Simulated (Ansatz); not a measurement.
Two structures of BNH5Cl, closed shell, reached by relaxing down either side of one saddle point (PBE0-D4/def2-TZVP). Energies are electronic, without zero-point energy. Computed with Ansatz 0.2.0 (basis: def2-TZVPP and def2-QZVPP); correlated methods freeze the cores. Extrapolation: Hartree–Fock as exp(−7.88 √X), correlation as X^−2.97. First:

```tsv
atom	x (Å)	y (Å)	z (Å)
B1	-0.5289	-0.4887	-0.3721
Cl2	0.2224	-0.3919	-2.0659
H3	-1.6254	0.0081	-0.3347
H4	-0.4471	-1.5953	0.0963
H5	0.4375	1.4046	0.1530
N6	0.4325	0.4598	0.5280
H7	1.3874	0.1123	0.5004
H8	0.1215	0.4911	1.4951
```

Second:

```xyz
8
angstrom
B -0.7058 -0.8214 0.4672
Cl 0.9354 1.2424 -2.4267
H -1.8636 -0.5329 0.4076
H -0.3108 -1.9347 0.2883
H 0.5627 0.7335 -1.2972
N 0.2229 0.1851 0.7269
H 1.2032 0.0009 0.8692
H -0.0441 1.1270 0.9649
```

**Question.** Which bonds change from the first to the second?

**Answer.** BH₂Cl ([BH2][Cl]) + NH₃ → BNH₄ ([BH2][NH2]) + HCl; bonds formed: Cl2–H5; dative contacts that become bonds: B1–N6; bonds broken: B1–Cl2, H5–N6.

**Question.** Give the saddle point's structure and its height above each. (To be estimated.)

**Answer.** Computed: 32.52 kcal/mol above the first and 17.51 kcal/mol above the second (CCSD(T) at an estimated basis limit (MP2 extrapolated from triple and quadruple zeta, plus CCSD(T) − MP2 in triple zeta)).
| atom | x (Å) | y (Å) | z (Å) |
| --- | --- | --- | --- |
| B1 | -0.5518 | -0.6107 | 0.0112 |
| Cl2 | 0.2433 | 0.4449 | -2.0802 |
| H3 | -1.6998 | -0.3102 | -0.0522 |
| H4 | -0.1495 | -1.7141 | -0.1711 |
| H5 | 0.5813 | 0.6965 | -0.6270 |
| N6 | 0.3740 | 0.3575 | 0.6586 |
| H7 | 1.2213 | 0.0074 | 1.0821 |
| H8 | -0.0188 | 1.1287 | 1.1787 |

The T1 diagnostic stays at or below 0.012.

The step is the kind of exchange with an N–H group that builds nitride films in atomic layer and chemical vapour deposition.

Labels in which every atom is bracketed show which atoms are joined, not bond orders.

For scale, one of the runs: CCSD(T)/def2-TZVPP, 174 basis functions, launched by `ansatz run in.yaml --threads 2 --pin off --events-out ev --progress --plain --max-ram 4352MiB`. Time: 12 s of wall clock on 2 CPU threads of an Intel Xeon 6975P-C; the host was shared. Peak host memory: 1.7 GiB.
